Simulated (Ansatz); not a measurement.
**AlH₅SO (built from SMILES O.[AlH2][SH]): a reaction path by the nudged elastic band**

Program: Ansatz 0.2.0, Gaussian basis. Level of theory: PBE0-D4/def2-SVP. These are calculated values, not measurements.

## (1) The starting structure

The first end: 8 atoms, charge 0, spin multiplicity 1.

Atoms are counted from 1 here; the program's logs count them from 0.

Bond lengths: Al1–S2 2.246 Å, Al1–H3 1.584 Å, Al1–H4 1.591 Å, Al1–O6 2.013 Å, S2–H7 1.343 Å, H5–O6 0.973 Å, O6–H8 0.964 Å. Angles: S2–Al1–H3 116.3°, S2–Al1–H4 113.9°, S2–Al1–O6 92.5°, H3–Al1–H4 123.0°, H3–Al1–O6 104.3°, H4–Al1–O6 98.6°, Al1–S2–H7 94.3°, Al1–O6–H5 100.2°, Al1–O6–H8 115.0°, H5–O6–H8 108.0°.

Coordinates:

```
Al   -0.71566   -0.02562   -0.46894
S     0.74897    1.66188   -0.69673
H    -0.69034   -1.13407   -1.59977
H    -2.03429    0.36841    0.32969
H     1.03959   -0.18602    1.13838
O     0.32469   -0.84021    1.04935
H     1.47355    1.03934   -1.64129
H    -0.14662   -0.88382    1.88941
```

The second end:

```xyz
8
AlH5OS
Al   -0.8923   -0.4248   -0.1920
S     0.8358    1.3850   -0.7964
H    -0.9996   -0.9790   -1.6765
H    -1.9931    0.5413    0.4390
H     1.2009    1.6747    0.4641
O     0.0753   -1.3618    0.8775
H     1.8222    0.4829   -0.9392
H    -0.0494   -1.3184    1.8236
```

## (2) The band at PBE0-D4/def2-SVP

neb/in.yaml reads:

```yaml
crystal:
  periodic: [false, false, false]
  atoms:
    - {symbol: Al, position_ang: [-0.715658, -0.025619, -0.468943]}
    - {symbol: S, position_ang: [0.748971, 1.661881, -0.696730]}
    - {symbol: H, position_ang: [-0.690336, -1.134072, -1.599769]}
    - {symbol: H, position_ang: [-2.034291, 0.368412, 0.329689]}
    - {symbol: H, position_ang: [1.039590, -0.186025, 1.138381]}
    - {symbol: O, position_ang: [0.324689, -0.840206, 1.049353]}
    - {symbol: H, position_ang: [1.473550, 1.039345, -1.641295]}
    - {symbol: H, position_ang: [-0.146617, -0.883816, 1.889411]}
basis:
  gaussian: {orbitals: def2-SVP}
hamiltonian: {xc: pbe0, dispersion: d4}
neb:
  images: 5
  climbing: true
  max_iterations: 40
  initial_path: idpp
  final_atoms:
    - {symbol: Al, position_ang: [-0.892254, -0.424791, -0.191999]}
    - {symbol: S, position_ang: [0.835780, 1.385000, -0.796385]}
    - {symbol: H, position_ang: [-0.999596, -0.978992, -1.676485]}
    - {symbol: H, position_ang: [-1.993072, 0.541334, 0.438956]}
    - {symbol: H, position_ang: [1.200929, 1.674669, 0.464116]}
    - {symbol: O, position_ang: [0.075315, -1.361755, 0.877528]}
    - {symbol: H, position_ang: [1.822212, 0.482868, -0.939221]}
    - {symbol: H, position_ang: [-0.049414, -1.318432, 1.823590]}
```

The run is started by

```console
ansatz run in.yaml --threads 2 --pin off --events-out ev --progress --plain --max-ram 4352MiB
```

**Question.** How long does this run take on 2 threads of Arm Neoverse V2, shared host?

About 1.7 min.
